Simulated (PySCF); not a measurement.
Functional benchmark on one molecule

Molecule: `S(=O)=O`, O2S.

Geometry:
```json
{"atom": "O1", "x (Å)": "-1.174", "y (Å)": "0.473", "z (Å)": "-0.006"}
{"atom": "S2", "x (Å)": "-0.110", "y (Å)": "-0.517", "z (Å)": "-0.007"}
{"atom": "O3", "x (Å)": "1.268", "y (Å)": "-0.053", "z (Å)": "-0.007"}
```

Geometry PBE0-D3(BJ)/def2-SVP throughout; GIAO in PySCF 2.14.0 with density-fitted response routines, gas phase, one conformer, non-relativistic; equivalent atoms averaged; basis pcSseg-2.

Reference values (HF/multiwavelet basis limit; gas (isolated, no vibration); Jensen, Fla, Jonsson, Monstad, Ruud, Frediani, PCCP 2016, 18, 21145): σ(S2) = -396.6 ppm, σ(O1/O3) = -340.4 ppm.

Question: How do the functionals HF, LDA, PBE, BLYP, BP86, OPBE, KT2, KT3, B97-D, B3LYP, PBE0, mPW1PW91, WP04, B97-2, BHandHLYP, CAM-B3LYP, wB97X-D, LC-wPBE perform against the reference? Times are CPU seconds on shared hosts with different chips, so compare them loosely; the GGAs took longer than the global hybrids here, which isn't the general rule, and the cause wasn't traced.

Answer: 
```
functional                    kind      S2   O1/O3  abs. error S  abs. error O  core-s
        HF            Hartree–Fock  -441.5  -373.3          44.9          32.9     1.1
       LDA                     LDA  -323.8  -350.2          72.8           9.8     2.9
       PBE                     GGA  -281.4  -341.6         115.2           1.2     3.6
      BLYP                     GGA  -301.1  -346.3          95.5           5.9     3.3
      BP86                     GGA  -285.4  -340.8         111.2           0.4     3.4
      OPBE                     GGA  -236.4  -325.2         160.2          15.2     3.6
       KT2                     GGA  -210.8  -322.8         185.8          17.6     3.6
       KT3                     GGA  -207.6  -319.8         189.0          20.6     3.6
     B97-D                     GGA  -274.2  -331.2         122.4           9.2     3.4
     B3LYP           global hybrid  -340.6  -360.5          56.0          20.1     2.3
      PBE0           global hybrid  -329.5  -359.1          67.1          18.7     2.3
  mPW1PW91           global hybrid  -335.8  -362.2          60.8          21.8     2.3
      WP04           global hybrid  -345.4  -371.1          51.2          30.7     1.5
     B97-2           global hybrid  -311.7  -348.2          84.9           7.8     2.4
 BHandHLYP           global hybrid  -388.9  -372.2           7.7          31.8     2.3
 CAM-B3LYP  range-separated hybrid  -362.6  -353.4          34.0          13.0     3.1
   wB97X-D  range-separated hybrid  -340.9  -358.9          55.7          18.5       3
   LC-wPBE  range-separated hybrid  -355.9  -333.6          40.7           6.8     4.5
```

For 33S the closest is BHandHLYP (7.7 ppm) and the furthest KT3 (189.0 ppm).

For 17O the closest is BP86 (0.4 ppm) and the furthest HF (32.9 ppm). One molecule is a small sample, and the reference may use another geometry.
